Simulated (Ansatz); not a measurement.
Below is the output of a Python script on Ansatz's Python interface that makes a geometry optimisation of C6H6, SMILES CC#CC1=CC1. Write a script that gives it. Use: CAM-B3LYP, cc-pVDZ basis, multiplicity 1.

```xyz
12

C     2.8099   -0.1242    0.3512
C     1.3568   -0.0393    0.2121
C     0.1636    0.0308    0.0987
C    -1.1980    0.1102   -0.0319
C    -2.3434    0.4647    0.4506
C    -2.3164   -0.1725   -0.8553
H     3.0941   -0.2445    1.4009
H     3.2908    0.7821   -0.0289
H     3.2051   -0.9779   -0.2075
H    -2.9254    0.9006    1.2222
H    -2.4815    0.4652   -1.7092
H    -2.6556   -1.1951   -0.9027
```

`python opt_c6h6.py` gives:
```text
step   1  E = -6311.666869 eV  largest force component 2.0768 eV/A
step   2  E = -6311.911856 eV  largest force component 0.8337 eV/A
step   3  E = -6311.949721 eV  largest force component 0.3723 eV/A
step   4  E = -6311.951635 eV  largest force component 0.1804 eV/A
step   5  E = -6311.952310 eV  largest force component 0.0618 eV/A
step   6  E = -6311.952640 eV  largest force component 0.0243 eV/A
step   7  E = -6311.952727 eV  largest force component 0.0196 eV/A
step   8  E = -6311.952758 eV  largest force component 0.0100 eV/A
E = -6311.952882 eV = -231.9599900 Ha
converged: True  doubts: none
final positions (A) and the move of each atom
C     2.84867   -0.13008    0.35222    0.0392
C     1.39854   -0.03166    0.24277    0.0524
C     0.19336    0.05382    0.15489    0.0676
C    -1.19983    0.13783    0.02361    0.0620
C    -2.37352    0.48191    0.46835    0.0390
C    -2.37423   -0.18057   -0.87804    0.0627
H     3.15828   -0.26673    1.39915    0.0679
H     3.33081    0.78472   -0.02484    0.0403
H     3.23336   -0.97926   -0.23209    0.0375
H    -2.97476    0.93134    1.25135    0.0651
H    -2.53254    0.42230   -1.78353    0.0998
H    -2.70815   -1.22353   -0.97365    0.0928
```

The script that was run (others could print the same):

The script, `opt_c6h6.py`:
```python
"""Geometry optimisation of C6H6."""

import ansatz as az
import numpy as np

GEOMETRY = """
C     2.80990   -0.12420    0.35120
C     1.35680   -0.03930    0.21210
C     0.16360    0.03080    0.09870
C    -1.19800    0.11020   -0.03190
C    -2.34340    0.46470    0.45060
C    -2.31640   -0.17250   -0.85530
H     3.09410   -0.24450    1.40090
H     3.29080    0.78210   -0.02890
H     3.20510   -0.97790   -0.20750
H    -2.92540    0.90060    1.22220
H    -2.48150    0.46520   -1.70920
H    -2.65560   -1.19510   -0.90270
"""


def main() -> None:
    system = az.Crystal.molecule()
    for line in GEOMETRY.strip().splitlines():
        symbol, *xyz = line.split()
        system = system.atom(symbol, [float(v) for v in xyz])

    base = (
        system.calculation()
        .basis(gaussian="cc-pVDZ")
        .functional("cam_b3lyp")
    )
    symbols = [site.symbol for site in system.cartesian_sites]
    start = np.array([site.position_ang for site in system.cartesian_sites], dtype=float)
    def progress(event):
        if event["event"] == "relax_step":
            row = event["data"]
            print(f"step {row['step']:3d}  E = {row['lagrangian_ev']:.6f} eV  largest force component {row['allowed_force_max_ev_ang']:.4f} eV/A")


    r = base.relax(force_tolerance=0.01).session().plan().execute(on_event=progress).report
    end = np.array(r["positions_ang"])

    print(f"E = {r['free_energy_ev']:.6f} eV = {r['free_energy_ev'] / 27.211386246:.7f} Ha")
    print("converged:", r["converged"], " doubts:", r["published_state_doubts"] or "none")

    print("final positions (A) and the move of each atom")
    for symbol, xyz, old in zip(symbols, end, start):
        print(f"{symbol:2s} {xyz[0]:10.5f} {xyz[1]:10.5f} {xyz[2]:10.5f}   {np.linalg.norm(xyz - old):7.4f}")


if __name__ == "__main__":
    main()
```

Caveats:
- These settings explore the input space; basis and method may be short of convergence.
- The end point is the stationary point reached from this start; no frequency run checks that it is a minimum, and the basis set is modest.
- Timing: 66 s on 1 thread of Intel(R) Xeon(R) Platinum 8375C CPU @ 2.90GHz (Ice Lake), on a shared host, peak memory 0.37 GiB.

(Lines on the test bed's own set-up are left out of the output.)
